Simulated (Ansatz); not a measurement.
**Ge$_{2}$⁺, doublet in cc-pVDZ: errors against full CI**

Geometry: a PBE0/def2-TZVP stationary point for this spin. The quartet lies 0.6 eV lower here.

```xyz
2

Ge    0.0000    0.0000    0.0000
Ge    0.0000    0.0000    2.4906
```

Basis cc-pVDZ; Ansatz 0.2.0. Only valence electrons are correlated (noble-gas cores and the filled d shells of p-block atoms frozen), which leaves 7 electrons in 26 orbitals. R marks a restricted (for open shells ROHF) determinant, U an unrestricted one. Active spaces: valence = (7e, 8o) chosen from the atoms' valence shells. No spin–orbit coupling is included, and no scalar relativity.

Full CI is exact within this basis and frozen core; it isn't the basis-set limit. The frozen core follows each run's orbitals, which can shift R against U totals by a few meV for light atoms and by up to 0.1 eV past Ca.

For open shells CISD and CISDTQ are restricted-active-space CI with the open shells as a complete middle space.

The UHF ⟨S²⟩ is 1.715, the T1 diagnostic (RCCSD) is 0.0175 and the largest doubles amplitude (RCCSD) is 0.091.

| level | E − E(RHF) (eV) |
| --- | --- |
| RMP2 | -2.7932 |
| RCCSD | -3.6840 |
| RCCSD(T) | -3.8116 |

Question: Estimate how far full CI in cc-pVDZ lies from RCCSD(T). The table doesn't fix it; the size of (T) and the diagnostics are the guide.

Answer: Full CI in cc-pVDZ lies 2.04 mEh below RCCSD(T), which is 43 % of the (T) step (-4.69 mEh). The diagnostics give no warning, yet the rest is a sizeable part of (T). The miss exceeds 1 kcal/mol.

The other levels:

```
                            level  E − E(full CI) (mEh)  share of correlation (%)  wall time
                             CISD                 15.29                     89.24      5.5 s
                          BCCD(T)                  2.04                     98.56       21 s
                           RCCSDT                  0.52                     99.63          –
                           CISDTQ                  0.69                     99.51       22 s
                        RCCSDT(Q)                  0.14                     99.90       33 s
           CASSCF (valence space)                 77.18                     45.69          –
           NEVPT2 (valence space)                 20.81                     85.36      8.5 s
           MRCISD (valence space)                  5.05                     96.45          –
         MRCISD+Q (valence space)                  0.87                     99.39        9 s
MRCISD+Q(relaxed) (valence space)                 -0.77                    100.54       10 s
```

The correlation energy at full CI, counted from RHF, is -3.867 eV. That run took 2.5 min on 1 thread of Arm Neoverse V1, shared host over 4,858,912 determinants.

Run but not shown, since their state, orbitals or frozen core can't be matched to the reference's or they repeat it: UHF, UMP2, UCCSD, UCCSD(T), UCCSDT, UCCSDT(Q).

Times hold each run's SCF and search for its determinant on a shared host, so for small cases they say little of a method's own cost; they ran on 1 thread of Arm Neoverse V1.

More than 5 meV below full CI, which no variational method can be: MRCISD+Q(relaxed) (valence space).

Unrestricted levels hold only the spin's projection, and here they fall towards a lower state of higher spin.

The full-CI state has the irrep B3u of D2h, in the program's axes (one component, if the state is degenerate).

Natural occupations of full CI about the gap: 1.944 1.911 1.816 0.970 0.120 0.058 0.055 0.044 0.014 0.014; effectively unpaired electrons, Σ n²(2−n)², 1.24.
